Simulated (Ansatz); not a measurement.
Ansatz (a quantum-chemistry and plane-wave program) input (HSE06/def2-TZVPD):

Ansatz 0.2 input:
```yaml
crystal:
  periodic: [false, false, false]
  atoms:
    - {symbol: C, position_ang: [0.67688169, 1.87909051, 0.00456160]}
    - {symbol: C, position_ang: [0.64867590, 0.51480462, -0.00128429]}
    - {symbol: C, position_ang: [-0.52064484, -0.34362682, 0.00133677]}
    - {symbol: C, position_ang: [-0.56703703, -1.69230207, -0.00434098]}
    - {symbol: H, position_ang: [-0.38805236, 2.22647996, 0.01191488]}
    - {symbol: H, position_ang: [1.59405509, -0.04915997, -0.00893608]}
    - {symbol: H, position_ang: [-1.46966202, 0.19639132, 0.00890315]}
    - {symbol: H, position_ang: [0.34230041, -2.28632637, -0.01192782]}
    - {symbol: H, position_ang: [-1.50589545, -2.23518239, -0.00159280]}
basis:
  gaussian:
    orbitals: def2-TZVPD
hamiltonian:
  xc: {name: HSE06}
total_charge: -1
output: {forces: true}
```

Output:

```
Functional definition: HSE06
integrals: 0.09 GiB planned
951 factors; their error is unknown
integrals: 0.13 GiB planned
142 factors; integrals over basis functions are off by at most 5.8e-7 eV
mean field: 0.96 GiB planned
mean field evaluation 1: about -4217.8031 eV, gradient 4.3e1 eV
mean field evaluation 2: about -4177.2280 eV, gradient 8.7e1 eV
mean field evaluation 4: about -4222.0245 eV, gradient 1.4e1 eV
mean field evaluation 8: about -4222.8509 eV, gradient 2.0e-1 eV
mean field evaluation 16: about -4222.8379 eV, gradient 5.9e-3 eV
mean field -4222.83795004 eV, -155.1864323215 hartree, gradient 1.8e-5 eV, S^2 0.000000; 0 other end points of the search recorded, 0 dependent functions left out
the calculation of the forces begins
reference -4222.83800017 eV, -155.1864341640 hartree; 15, 15 occupied and 178, 178 virtual orbitals, 951 factors
Total energy: -4222.83800017 eV, -155.1864341640 hartree
Atom 0 at     0.676882     1.879091     0.004562 Å, force    -0.081334    -0.125768    -0.000108 eV/Å
Atom 1 at     0.648676     0.514805    -0.001284 Å, force    -0.009378     0.002027     0.000060 eV/Å
Atom 2 at    -0.520645    -0.343627     0.001337 Å, force     0.063174    -0.010499    -0.000392 eV/Å
Atom 3 at    -0.567037    -1.692302    -0.004341 Å, force     0.031937     0.139560     0.000439 eV/Å
Atom 4 at    -0.388052     2.226480     0.011915 Å, force     0.021357    -0.000984    -0.000121 eV/Å
Atom 5 at     1.594055    -0.049160    -0.008936 Å, force     0.026322    -0.003114    -0.000158 eV/Å
Atom 6 at    -1.469662     0.196391     0.008903 Å, force    -0.051206     0.028256     0.000404 eV/Å
Atom 7 at     0.342300    -2.286326    -0.011928 Å, force     0.052655    -0.020972    -0.000380 eV/Å
Atom 8 at    -1.505895    -2.235182    -0.001593 Å, force    -0.053527    -0.008506     0.000255 eV/Å
Dipole moment:    -0.655238    -1.149425    -0.001471 e Å
```

It need not be the lowest isomer of its formula. Whether it binds its extra electron was not tested at this geometry.
